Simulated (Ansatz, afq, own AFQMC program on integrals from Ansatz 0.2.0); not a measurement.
Where AFQMC and coupled cluster stand for GeH₅, doublet

```xyz
6

Ge   -0.0337    0.0000    0.0000
H    -0.5451    1.4466    0.0000
H    -0.5451   -0.7233    1.2528
H    -0.5451   -0.7233   -1.2528
H     1.5007    0.0000    0.0000
H     2.5613    0.0000    0.0000
```

Basis cc-pVTZ. Only valence electrons are correlated. Ansatz 0.2.0 and our own AFQMC program on the same integrals; the CISD trial comes from CCSD amplitudes, and released means the phaseless constraint is let go. ± is one standard error of the sampling. No spin–orbit coupling.

Determinant: UHF, the one that the program's search chose, which needn't be the lowest solution. The geometry is a point of a scan.

No full CI on the walks' own integrals is used here; CCSDT(Q) serves as the reference and is uncertain by about the last step of the cluster series.

Cautions: no relativity below Rb; no spin-orbit coupling; inner d shell frozen.

- T1 diagnostic: 0.0151
- weight of the determinant in the CISD state: 0.905
- ⟨S²⟩ of the determinant: 0.768
- size of the correlated space: 9 electrons in 99 orbitals

Reference: CCSDT(Q), correlation energy -5.069 eV. The released energy is read at 2.40 1/Eh (meV from the phaseless value at times in 1/Eh: -2 ± 3 at 0.24, -7 ± 3 at 0.51, -7.7 ± 2.5 at 0.99, -4 ± 3 at 1.62, -4 ± 4 at 2.40).

```
         level  E − E(reference) (mEh)  share of correlation (%)
            HF                  186.28                      0.00
           MP2                   37.11                     80.08
          CCSD                    5.28                     97.17
       CCSD(T)                    0.94                     99.49
         CCSDT                    0.12                     99.94
 ph-AFQMC/CISD             0.27 ± 0.11                     99.85
released AFQMC             0.12 ± 0.14                     99.93
```

A walk keeps the symmetry of its determinant, which the program's search chose and which needn't be the lowest solution, so a lower state of the same spin and another symmetry isn't excluded. Released energies are given only where the last usable release times agree within the noise; a slower fall can still hide under it.
